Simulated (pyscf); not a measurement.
Single points on ωB97X-D3(BJ)/def2-SVP structures (PySCF, gas phase). MP2 and CC: frozen core, UHF for open shells. ΔMP2 is the change of the MP2 total energy from the triple- to the quadruple-zeta basis.

**Question.** Estimate by transition-state theory the rate constant of H₂B–O–BH₂ + HCl -> H₂B–Cl + H₂B–OH (singlet surface; B–O, Cl–H broken, B–Cl, H–O formed) at 298 K, with CCSD(T)/def2-TZVPP + ΔMP2(QZVPP) energies (ideal gas, 1 atm, RRHO with modes under 100 cm⁻¹ raised to 100, one conformer, R ln 2 for chiral ones without a mode under 150 cm⁻¹; no tunnelling).

**Answer.** The electronic barrier is 14.9 kcal/mol and the thermal terms add +9.1, so ΔG‡ = 24.0 kcal/mol. With k_BT/h = 6.21e+12 s⁻¹ and RT = 0.592 kcal/mol, and a volume of 4.06e-20 cm³ per molecule at 1 atm, k = 6.1e-25 cm³ molecule⁻¹ s⁻¹. Wigner's tunnelling factor for 1049i cm⁻¹ would be 2.07, likely too low at so high a frequency. A shift of 1 kcal/mol in the barrier changes k by a factor 5.4. On the product side the descent ends in an adduct with a B–O contact, 9.1 kcal/mol under the separated species and 19.4 kcal/mol under the saddle at ωB97X-D3(BJ)/def2-TZVP. What is counted as broken (B–O) persists as a longer contact in the product adduct; parting that adduct is a step of its own. One saddle was located; it need not be the lowest between these sides. The CCSD(T) − MP2 part came from Ansatz, without density fitting, on the same reference.
